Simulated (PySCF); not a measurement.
**Substituent effects on chemical shifts**

Parent skeleton `[BH2:1][F:2]`; one hydrogen on atom 1 is replaced by X. Hydrogens on one atom are averaged.

- structure optimised with PBE0-D3(BJ)/def2-SVP
- PBE0/pcSseg-1 with gauge-including orbitals
- program: PySCF 2.14
- in vacuum, non-relativistic, single conformer, equivalent nuclei averaged

Scale: BF3·OEt2 for $^{11}$B (σ = 100.73 ppm); $^{19}$F (σ = 177.25 ppm) against CFCl3; $^{1}$H (σ = 31.27 ppm) vs TMS (reference shieldings calculated alike).

Parent (X = H): B1 55.5, F2 26.7, H(B1) 5.47 ppm. Effects are Δδ = δ(X) − δ(H), positive for deshielding.

(1) Give Δδ (ppm) for X = OCHF2, CH2OCH3, Cl, OCH3, BMe2.

(2) Which position responds most, and to which substituents?

## Answers

(1) 
```csv
X,SMILES,B1,F2,H(B1)
OCHF2,FBOC(F)F,-31.2,-97.0,-1.11
CH2OCH3,COCBF,+3.4,-39.7,+0.29
Cl,FBCl,-14.2,-23.9,-0.08
OCH3,COBF,-32.3,-108.5,-1.33
BMe2,CB(C)BF,+16.5,+0.0,+1.07
```

(2) F2: from -108.5 ppm with OCH3 to +0.0 ppm with BMe2.

Unscaled 19F shifts against computed CFCl3 carry errors that often reach 10 to 50 ppm.
